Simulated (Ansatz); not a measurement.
[GeH$_{3}$···H···SiH], doublet along the distance Ge1-H5

Starting geometry:

```xyz
7

Ge   -0.9272    0.0141    0.0000
H    -1.4387    1.4607    0.0000
H    -1.4387   -0.7092    1.2528
H    -1.4387   -0.7092   -1.2528
H     0.6071    0.0141    0.0000
Si    2.4298    0.0141    0.0000
H     2.8262   -1.4654    0.0000
```

From there atom H5 is moved from one fragment to the other while all else, the fragments' distance too, stays fixed; atoms are numbered as listed. Energies are in kJ/mol, counted from the starting geometry at the same level.

Basis cc-pVDZ; Ansatz 0.2.0. Only valence electrons are correlated (noble-gas cores and the filled d shells of p-block atoms frozen). R marks a restricted (for open shells ROHF) determinant, U an unrestricted one. No spin–orbit coupling is included, and no scalar relativity.

Unrestricted rows (U) aren't spin-pure: their determinants' ⟨S²⟩ exceeds S(S+1) by up to 0.16, so they mix in states of higher spin. Coupled cluster chose its determinant by a search with trial CCSD, here up to 0.14 eV above the lowest Hartree–Fock solution of its kind. For open shells CISD is restricted-active-space CI with the open shells as a complete middle space.

Full CI isn't at hand for all of this; UCCSDT(Q) serves as the reference, and is uncertain by the last step of the cluster series or more. The frozen core follows each run's orbitals, which can shift R against U totals by a few meV for light atoms and by up to 0.1 eV past Ca.

```csv
distance Ge1-H5 (Å),UCCSDT(Q),error RHF,error CISD,error UCCSD,error BCCD(T),error UCCSDT,error RCCSDT(Q)
1.534,0.0,0.0,0.0,0.0,0.0,0.0,0.0
1.589,0.8,3.1,1.2,0.6,0.1,0.0,0.0
1.698,14.7,10.5,4.3,2.3,0.5,0.2,0.0
1.808,42.3,20.1,8.7,4.5,1.2,0.4,0.0
1.917,83.4,32.3,15.1,9.8,2.2,0.9,0.0
```

Errors are those of relative energies. In total energy the starting point itself misses UCCSDT(Q) by: RHF 655.2, CISD 80.2, UCCSD 18.0, BCCD(T) 3.8, UCCSDT 0.5, RCCSDT(Q) 0.0 kJ/mol.

Spread of the error over the points with a reference, to 1.917 Å (largest less smallest): RCCSDT(Q) 0.0, UCCSDT 0.9, BCCD(T) 2.2, UCCSD 9.8, CISD 15.1, RHF 32.3 kJ/mol.
